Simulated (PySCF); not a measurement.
acetic acid cation (C2H4O2), SMILES CC(=O)O (connectivity only; charge and spin as stated), charge +1, multiplicity 2. Atoms are numbered in the order given.

```xyz
8

C      0.3124     1.3488     0.0000
C     -0.0507    -0.0878     0.0000
O      0.8525    -0.9895     0.0000
O     -1.2730    -0.3481     0.0000
H     -0.5695     2.0047     0.0000
H      0.9191     1.5214     0.9072
H      0.9191     1.5214    -0.9072
H      0.5261    -1.9131     0.0000
```
Charge +1, spin multiplicity 2.

Geometry: PBE0-D3(BJ)/def2-SVP. The spin state was assumed, not searched. One conformer was computed; it need not be the lowest.

Computed with B3LYP/def2-TZVPD (PySCF).

Gas-phase values at a fixed geometry.

**Question.** Estimate the frontier levels, dipole moment and polarisability. (An estimate is asked for; the answer gives what the named calculation found.)

**Answer.** 
```yaml
"α spin, highest occupied and lowest empty level": -17.39 and -7.94 eV
"β spin, highest occupied and lowest empty level": -17.21 and -12.90 eV
dipole_moment_about_the_centre_of_nuclear_charge: 0.65 D
mean_static_polarisability: 30.9 bohr³ (4.58 Å³)
polarisability_principal_values: 22.0, 31.7, 39.0 bohr³
"⟨S²⟩": 0.755 (pure state 0.75)
```
